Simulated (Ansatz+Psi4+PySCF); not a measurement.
Results of a calculation; reference values are marked as such.
This Ansatz input gave a total energy of -109.07599 hartree.

```yaml
crystal:
  periodic: [false, false, false]
  atoms:
    - { symbol: "N", position_ang: [0.0, 0.0, 0.0] }
    - { symbol: "N", position_ang: [0.0, 0.0, 1.29] }
basis:
  gaussian: { orbitals: cc-pVTZ }
magnetization:
  spin_polarized: true
  initial_magnetization: 2
hamiltonian:
  xc: hf
correlation:
  method: mp2
  frozen_orbitals: { "N": 1 }
scf:
  omitted_lower_state_checks: [stability, starts, atomic_configurations, cluster_reference, orbital_swaps, given_window_search, neighbouring_geometries, increment]
```

Question: Write an input for PySCF with the same method and basis set.

Answer:

```python
from pyscf import gto, scf, mp

mol = gto.M(atom="""
N 0.000000 0.000000 0.000000
N 0.000000 0.000000 1.290000
""", basis='cc-pvtz', charge=0, spin=2)
mf = scf.UHF(mol)
mf.kernel()
pt = mp.MP2(mf, frozen=2).run()
print(mf.e_tot, pt.e_corr, pt.e_tot)
```

PySCF 2.14.0 gave -109.07599 hartree, 0.03 meV from the first. The reference isn't the lowest determinant (another lies 2.38 eV lower), but the same method gives a higher total on the lower determinant. Caution: large share of triples, a single reference is doubtful; another spin multiplicity may lie lower.
